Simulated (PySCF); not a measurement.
## Working out the ionisation energy of C

C [He] 2s2 2p2 (3P) → C+ [He] 2s2 2p1 (2P). Computed with PySCF 2.14 in aug-cc-pVDZ, with no relativity, point nucleus. Frozen: 1s2. Energies in hartree (1 hartree = 27.21139 eV):

```json
{"part": "UHF", "C (lower)": "-37.687763", "C+ (upper)": "-37.290253"}
{"part": "MP2 opposite-spin", "C (lower)": "-0.043899", "C+ (upper)": "-0.039234"}
{"part": "MP2 same-spin", "C (lower)": "-0.009802", "C+ (upper)": "-0.002421"}
```

What does Hartree-Fock give?

(-37.290253) − (-37.687763) = 0.397510 hartree = 10.817 eV.

What do MP2 and SCS-MP2 (6/5 opposite-spin, 1/3 same-spin) give?

The opposite-spin parts differ by 0.127 eV and the same-spin parts by 0.201 eV. MP2: 10.817 + (0.127) + (0.201) = 11.145 eV. SCS-MP2: 10.817 + 1.2 × (0.127) + (0.201)/3 = 11.036 eV.

Measured between the centres of the two terms (NIST): 11.262 eV, so MP2 (valence) is off by -0.117 eV.

A double-zeta basis recovers only part of the correlation energy.

What remains against the reference includes basis incompleteness, the frozen core and correlation beyond second order.
